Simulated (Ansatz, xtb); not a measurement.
## Ranking isomers of C2H3ClF2

3 gas-phase structures of C2H3ClF2, found in a search over its isomers (lower ones may exist). Each was relaxed with GFN2-xTB; where two conformers were screened, the lower at r2SCAN-D4/def2-SVP is listed:

A. `FC[C@H](F)Cl`, a singlet
B. `CC(F)(F)Cl`, a singlet
C. `FC(F)CCl`, a singlet

Problem. Estimate their order in r2SCAN-D4/def2-SVP energy at these geometries, lowest first.

Solution. Calculated order at r2SCAN-D4/def2-SVP: B (0.0), C (38.3), A (74.3) kJ/mol.

Energies above the lowest of each column, in kJ/mol; the last columns are at BLYP-D3(BJ)/def2-SVP geometries (a dash: not run or not comparable):

```json
{"structure": "B", "GFN2-xTB": "0.0", "HF/STO-3G": "0.0", "r2SCAN-D4/def2-SVP": "0.0", "BLYP-D3(BJ)/def2-SVP": "0.0", "CCSD(T)/def2-SVP + ΔMP2/def2-TZVPP": "0.0"}
{"structure": "C", "GFN2-xTB": "24.4", "HF/STO-3G": "41.9", "r2SCAN-D4/def2-SVP": "38.3", "BLYP-D3(BJ)/def2-SVP": "31.6", "CCSD(T)/def2-SVP + ΔMP2/def2-TZVPP": "19.1"}
{"structure": "A", "GFN2-xTB": "39.4", "HF/STO-3G": "64.4", "r2SCAN-D4/def2-SVP": "74.3", "BLYP-D3(BJ)/def2-SVP": "60.6", "CCSD(T)/def2-SVP + ΔMP2/def2-TZVPP": "–"}
```

Every level run on B puts it lowest or level with the lowest. Flexible structures stand in one conformer each, not always the lowest. Frequencies (BLYP-D3(BJ)/def2-SVP) were run for B, C alone. ΔMP2 is the change of the MP2 energy from the smaller to the larger basis.

Programs: Ansatz 0.2.0, xtb 6.7.1.
